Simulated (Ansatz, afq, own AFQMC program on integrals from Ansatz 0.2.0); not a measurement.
GeH5O, doublet: AFQMC among the cluster methods

```xyz
7

Ge   -0.5323    0.0101    0.0000
H    -1.0437    1.4567    0.0000
H    -1.0437   -0.7132    1.2528
H    -1.0437   -0.7132   -1.2528
H     1.2187    0.0101    0.0000
O     2.3717    0.0101    0.0000
H     2.6236   -0.9298    0.0000
```

Basis cc-pVDZ. Noble-gas cores (and the filled d shells of Ga–Kr and In–Xe) are frozen. AFQMC by an in-house program on the Cholesky factors that Ansatz 0.2.0 writes for its CCSD(T) run. ph-AFQMC/CISD is guided by a CISD state made of CCSD amplitudes; releasing the constraint for a short imaginary time cuts its bias at the price of noise, slowly where states lie close. Error bars are statistical, one sigma. No spin–orbit coupling.

Determinant: UHF, the one that the program's search chose, which needn't be the lowest solution. The geometry is a point of a scan.

No full CI on the walks' own integrals is used here; CCSDT(Q) serves as the reference and is uncertain by about the last step of the cluster series.

Cautions: no relativity below Rb; no spin-orbit coupling; inner d shell frozen.

* T1 diagnostic: 0.0159
* weight of the determinant in the CISD state: 0.871
* ⟨S²⟩ of the determinant: 0.780
* size of the correlated space: 15 electrons in 51 orbitals

```
  level  correlation energy (eV)
    MP2                  -8.2481
   CCSD                  -9.2509
CCSD(T)                  -9.4384
```

Q: Estimate where AFQMC with the constraint released lies against CCSD(T) on the same integrals.

A: 0.88 ± 0.08 kcal/mol below CCSD(T).

Reference: CCSDT(Q), correlation energy -9.483 eV. The released energy is read at 1.50 1/Eh (meV from the phaseless value at times in 1/Eh: -6 ± 5 at 0.24, -7 ± 3 at 0.51, -12 ± 4 at 0.99, -1 ± 4 at 1.50).

| level | E − E(reference) (kcal/mol) | share of correlation (%) |
| --- | --- | --- |
| CCSD(T) | 1.03 | 99.53 |
| CCSDT | 0.46 | 99.79 |
| ph-AFQMC/CISD | 0.18 ± 0.11 | 99.92 |
| released AFQMC | 0.15 ± 0.08 | 99.93 |

A walk keeps the symmetry of its determinant, which the program's search chose and which needn't be the lowest solution, so a lower state of the same spin and another symmetry isn't excluded. Released energies are given only where the last usable release times agree within the noise; a slower fall can still hide under it.
